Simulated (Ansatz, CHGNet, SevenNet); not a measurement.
# CaB6-type LaB6, elastic constant C11

Reference value: 477 ± 26 GPa (measured, temperature not stated, no zero-point or thermal correction; as tabulated in Z. Phys. B, doi 10.1007/BF01469434 (note on Brillouin scattering of LaB6)).

| level (code) | value (GPa) | cell (Å³/atom) | difference (%) |
|---|---|---|---|
| CHGNet-r²SCAN | 274 | 10.23 | -43 |
| SevenNet-0 | 323 | 10.25 | -32 |
| SevenNet-l3i5 | 367 | 10.25 | -23 |
| LDA (Ansatz) | 509 | 9.83 | +6.7 |
| PBEsol (Ansatz) | 489 | 10.06 | +2.5 |

The reference's temperature isn't stated, so close values are not ranked against it. Off by more than 25 %, or 35 % on the side where a correction would as a rule narrow the miss (bounds picked here): CHGNet-r²SCAN (-43 %), SevenNet-0 (-32 %). Within the reference's own bar: PBEsol.

The reference isn't brought to a static lattice, while the calculations are for one, so the differences are not the levels' errors alone. A static lattice is as a rule stiffer than a warm one, by over a tenth in soft solids.  Each level is taken at its own relaxed cell. Ansatz's density-functional and Hartree–Fock values are scalar-relativistic unless marked +SOC, with PAW data made under PBE.

Machine-learned potentials (CHGNet-r²SCAN, SevenNet-0, SevenNet-l3i5) are trained on DFT data: a solid inside that data is no test of them.

Differences are worked out from the printed values.

Ansatz is an electronic-structure program.
